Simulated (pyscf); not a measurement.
`[F][BH][F]` + `[CH4]` -> `[CH3][B]([F])[F]` + `[H][H]`, a four-centre exchange (singlet surface; B–H, C–H broken, B–C, H–H formed). Single points on ωB97X-D3(BJ)/def2-SVP structures (PySCF, gas phase). Energies in eV from the separated reactants.

Small-basis levels: PySCF, no dispersion term, spherical d functions. AM1 to PM7: differences of heats of formation from MOPAC, which are fitted to 298 K values and so differ in kind from electronic energies by zero-point and thermal terms. Cost: rough CPU time at the saddle relative to B3LYP/6-31G*, from one job on a shared machine.

```tsv
level	barrier	reaction energy	cost
HF/3-21G	3.24	+0.08	0.06
HF/6-31G*	3.34	+0.36	0.10
MP2/6-31G*	2.58	+0.12	0.1
B3LYP/3-21G	2.36	+0.02	0.6
B3LYP/LANL2DZ	2.33	+0.07	0.8
B3LYP/6-31G*	2.42	+0.22	1
AM1	2.82	-0.17	under 0.02
PM3	1.78	-0.89	under 0.02
PM7	1.38	-1.55	under 0.02
ωB97M-D3(BJ)/def2-TZVP	2.18	+0.14	–
```

Against the last row the barrier runs from -0.80 (PM7) to +1.16 eV (HF/6-31G*). ωB97M-D3(BJ)/def2-TZVP has limits of its own. At the saddle there is also a short B–H contact that neither side keeps. One saddle was located; it need not be the lowest between these sides.
